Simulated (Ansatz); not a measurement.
# CH₃Si (doublet): the correlation ladder, cc-pVTZ

One table from this session's results is given with a row withheld; the runs are named, their logs left out.

The runs use Ansatz 0.2.0, Gaussian basis; cc-pVTZ, core rule «outside noble gas», up to 6 orbitals frozen.

To be run: UHF; CCSD(T) on ROHF; CCSD(T) on UHF; BCCD(T) on ROHF; CCSDT(Q) on ROHF; CCSDT(Q) on UHF; CASSCF and NEVPT2, 11 electrons in 11 orbitals.

5 further runs of the same task are left out: 5 set aside as unsound or not needed.

## What is computed

The geometry is a PBE0/def2-TZVP stationary point (not a proven minimum).

5 atoms, charge 0, spin multiplicity 2.

Atoms are counted from 1 here; the program's logs count them from 0.

Bond lengths: Si1–C2 1.890 Å, Si1–H3 1.488 Å, Si1–H4 1.488 Å, Si1–H5 1.492 Å. Angles: C2–Si1–H3 112.5°, C2–Si1–H4 112.5°, C2–Si1–H5 101.7°, H3–Si1–H4 109.7°, H3–Si1–H5 110.2°, H4–Si1–H5 110.2°.

Set-up of the first run:

in.yaml

```yaml
crystal:
  periodic: [false, false, false]
  atoms:
    - {symbol: Si, position_ang: [-0.002716, 0.000000, 0.492711]}
    - {symbol: C, position_ang: [0.023717, -0.000001, -1.396758]}
    - {symbol: H, position_ang: [0.630455, -1.216386, 1.069825]}
    - {symbol: H, position_ang: [0.630650, 1.216284, 1.069826]}
    - {symbol: H, position_ang: [-1.468051, 0.000117, 0.775218]}
basis:
  gaussian: {orbitals: cc-pVTZ}
magnetization: {spin_polarized: true, initial_magnetization: 1}
hamiltonian: {xc: hf}
output: {orbitals: {seedname: orbitals}}
```

Command:

```
ansatz run in.yaml --threads 1 --pin off --events-out ev --progress --plain --max-ram 4096MiB --backend cpu
```

Among the steps run: UHF; CCSD(T) on ROHF; CCSD(T) on UHF; BCCD(T) on ROHF; CCSDT(Q) on ROHF; CCSDT(Q) on UHF; CASSCF and NEVPT2, 11 electrons in 11 orbitals.

One of the session's tables, all rows but one given; the rest of the session is left out.

| method | from UCCSDT(Q) (meV) |
| --- | --- |
| ROHF | +7666.4 |
| UHF | +7202.1 |
| RMP2 | +1546.3 |
| UMP2 | +1599.0 |
| RCCSD | ? |
| UCCSD | +306.5 |
| RCCSD(T) | +57.4 |
| UCCSD(T) | +65.3 |
| BCCD(T) | +56.4 |
| RCCSDT | +12.6 |
| UCCSDT | +16.6 |
| RCCSDT(Q) | +2.3 |
| UCCSDT(Q) | 0 |
| CASSCF valence | +5363.8 |
| NEVPT2 valence | +1415.2 |

**Question.** Estimate the row for RCCSD.

As computed: from UCCSDT(Q) (meV): +303.3. In the column «from UCCSDT(Q) (meV)» it lies between UCCSD(T) (+65.3) and UCCSD (+306.5).

With the free atoms at the same levels and basis (separate runs), the atomisation energy is 12.268 eV at UCCSDT(Q), 12.250 eV at RCCSD(T), 12.239 eV at UCCSD(T), 9.400 eV at ROHF.

Caveats from the session: The determinant is far from a pure spin state, so its energy mixes those of several spin states (harmless only where they are near-degenerate, as at dissociation). Restricted and unrestricted rows rest on different reference determinants; where their highest levels disagree by more than a few hundredths of an eV, they describe different states and don't form one ladder.
